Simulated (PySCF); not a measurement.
**Name the molecule from its bond curve**

A diatomic of charge 0 contains H. Its triplet curve at PBEsol in a triple-zeta basis (no relativity, PySCF), in eV from the separated fragments:

(R (Å), E (eV)): (0.893, -3.249), (0.935, -3.571), (0.977, -3.767), (1.008, -3.848), (1.039, -3.885), (1.070, -3.885), (1.112, -3.839), (1.164, -3.724), (1.226, -3.529), (1.309, -3.208)

The fit gives ωe = 3156 cm⁻¹ and the rotational constant Bₑ = 16.13 cm⁻¹.

**Question.** Which atom is the partner?

**Answer.** The minimum lies at 1.054 Å, so the reduced mass is 16.8576 u Å² cm⁻¹/(Bₑ·Re²) = 0.9408 u. With H at 1.01 u the partner weighs about 13.7 u: N. The molecule is NH.

The state was picked by a PBE0 search and need not be the measured ground state.
